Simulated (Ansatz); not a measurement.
Basis-set limit of C2H4N, doublet

```yaml
atoms:
  - { symbol: C, position_ang: [-1.9427, 0.0000, 0.0000] }
  - { symbol: H, position_ang: [-2.3059, 1.0273, 0.0000] }
  - { symbol: H, position_ang: [-2.3059, -0.5137, 0.8897] }
  - { symbol: H, position_ang: [-2.3059, -0.5137, -0.8897] }
  - { symbol: H, position_ang: [-0.8531, 0.0000, 0.0000] }
  - { symbol: N, position_ang: [1.7334, 0.0000, 0.0000] }
  - { symbol: C, position_ang: [0.5733, 0.0000, 0.0000] }
```

Ansatz 0.2.0, UHF determinant, valence electrons correlated. Energies in eV.

```
       set  X  functions  Hartree–Fock  MP2 correlation  CCSD(T) correlation                                                                                               time
def2-TZVPP  3        149    -3603.6027         -13.4480             -15.4040  4.2 s on 1 × NVIDIA H100 80GB HBM3 with 1 thread of AMD EPYC 7R13 Processor (Zen 3) (shared host)
def2-QZVPP  4        291    -3603.7621         -14.3270             -16.1909   14 s on 1 × NVIDIA H100 80GB HBM3 with 1 thread of AMD EPYC 7R13 Processor (Zen 3) (shared host)
```

Hartree–Fock is taken to follow E(X) = E∞ + A·exp(−7.88·√X), correlation E(X) = E∞ + B·X^−2.97.

Cautions: higher spins were not checked; ⟨S²⟩ of the determinant is 1.07 against 0.75, spin contaminated.

Q: Work out the CCSD(T) energy at the limit, and how far the shortcut misses it that extrapolates MP2 and adds CCSD(T) minus MP2 from the smaller set.

A: Hartree–Fock: E∞ = E4 + 0.1377·(E4 − E3) = -3603.7841. Correlation: E∞ = E4 + 0.7407·(E4 − E3) = -16.7739 for CCSD(T) and -14.9782 for MP2. The limit is -3620.5579 eV, 0.605 eV below def2-QZVPP. The shortcut gives a correlation energy of -14.9782 + (-1.9560) = -16.9342, 160 meV lower than the direct value.
